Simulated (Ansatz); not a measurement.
The cluster Na2Li. Charge 0, multiplicity 4. Geometry PBE0/def2-TZVP; atoms count from 1.

Cartesian coordinates in Å:
```
Li -0.5356 -0.2441 -2.0364
Na 2.2624 -0.1725 0.5378
Na -1.7268 0.4166 1.4986
```

At PBE0/def2-TZVP a doublet of charge 0 lies 0.98 eV below the quartet, each at its own geometry. The structure comes from a short search, and lower isomers may exist.

**Question.** Estimate the Mulliken populations from the PBE0/def2-TZVP orbitals of Ansatz.

**Answer.** 
```csv
atom,charge (e),spin (α − β)
Li1,-0.05,1.05
Na2,0.03,0.97
Na3,0.03,0.97
```
Mulliken values and Mayer orders depend strongly on the basis.

**Question.** Where does the spin sit?

**Answer.** Summed by element: Li 1.05, Na 1.95, of 3 unpaired in all. Largest on single atoms: Li1 1.05, Na2 0.97, Na3 0.97.
